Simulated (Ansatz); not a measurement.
The input, for Ansatz 0.2.0:

```yaml
crystal:
  periodic: [false, false, false]
  atoms:
    - {symbol: B, position_ang: [0.000000, 0.000000, 0.693940]}
    - {symbol: H, position_ang: [0.000000, 0.000000, -2.567060]}
    - {symbol: H, position_ang: [0.000000, 0.000000, 1.873121]}
basis:
  gaussian: {orbitals: cc-pVQZ}
total_charge: 1
magnetization: {spin_polarized: true, initial_magnetization: 0}
correlation: {method: ccsd_t, electrons: outside_noble_gas}
```

```sh
$ ansatz run in.yaml --threads 2 --pin off --events-out ev --progress --plain --max-ram 24576MiB --backend cuda --devices 0, --max-vram 18GiB
```

Output:

```
665 factors; integrals over basis functions are off by at most 9.8e-4 eV
mean field evaluation 1: about -684.6695 eV, gradient 8.0e0 eV
mean field evaluation 2: about -684.6691 eV, gradient 8.0e0 eV
mean field evaluation 4: about -686.2328 eV, gradient 1.3e0 eV
mean field evaluation 8: about -686.2701 eV, gradient 4.8e-5 eV
mean field evaluation 16: about -689.1112 eV, gradient 5.3e-2 eV
mean field evaluation 32: about -684.6695 eV, gradient 8.0e0 eV
mean field evaluation 64: about -689.1096 eV, gradient 3.8e-1 eV
mean field evaluation 96: about -689.1110 eV, gradient 1.5e-2 eV
mean field evaluation 128: about -682.3005 eV, gradient 3.1e0 eV
mean field evaluation 160: about -685.7418 eV, gradient 7.0e-4 eV
mean field -689.11104459 eV, -25.3243637924 hartree, gradient 2.3e-6 eV, S^2 0.985220; 6 other end points of the search recorded, 0 dependent functions left out
determinant -689.11104459 eV, -25.3243637924 hartree, with singles and doubles -690.64460676 eV, -25.3807211627 hartree
determinant -685.74179845 eV, -25.2005462807 hartree, with singles and doubles -687.29798724 eV, -25.2577351638 hartree
determinant -686.27006539 eV, -25.2199597323 hartree, with singles and doubles -690.15746064 eV, -25.3628188729 hartree
1 core orbitals not correlated: weight in the atoms' cores, before any rotation towards them, 1.000 or more for the frozen orbitals, at most 0.000 for the correlated occupied ones
reference -689.11104459 eV, -25.3243637924 hartree; 2, 2 occupied and 112, 112 virtual orbitals, 665 factors
second order -1.12760187 eV of doubles, -0.00000000 eV of singles
cycle   1  -1.44988157 eV  change   -1.5e-1 eV  update   1.8e-2
cycle   2  -1.45877263 eV  change   -8.9e-3 eV  update   6.7e-3
cycle   3  -1.46501195 eV  change   -6.2e-3 eV  update   4.7e-3
cycle   4  -1.46930007 eV  change   -4.3e-3 eV  update   2.9e-3
cycle   5  -1.46992928 eV  change   -6.3e-4 eV  update   2.1e-3
cycle   6  -1.46977082 eV  change    1.6e-4 eV  update   1.9e-3
cycle   7  -1.47136227 eV  change   -1.6e-3 eV  update   1.8e-3
cycle   8  -1.47336269 eV  change   -2.0e-3 eV  update   1.5e-3
cycle   9  -1.47631611 eV  change   -3.0e-3 eV  update   9.9e-4
cycle  10  -1.47770993 eV  change   -1.4e-3 eV  update   4.4e-4
cycle  11  -1.47811856 eV  change   -4.1e-4 eV  update   1.9e-4
cycle  12  -1.47827071 eV  change   -1.5e-4 eV  update   6.4e-5
cycle  13  -1.47827759 eV  change   -6.9e-6 eV  update   2.6e-5
cycle  14  -1.47828182 eV  change   -4.2e-6 eV  update   8.3e-6
cycle  15  -1.47828330 eV  change   -1.5e-6 eV  update   2.8e-6
perturbative correction -0.02721210 eV, -0.0010000263 hartree
Total energy: -690.61653999 eV, -25.3796897279 hartree
```

For the same geometry and basis full CI lies 65.3 meV lower.

Ran on 2 threads of AMD EPYC 7R13 with a shared H100 80 GB, shared host: 12 s wall, 0.84 GiB peak host memory.
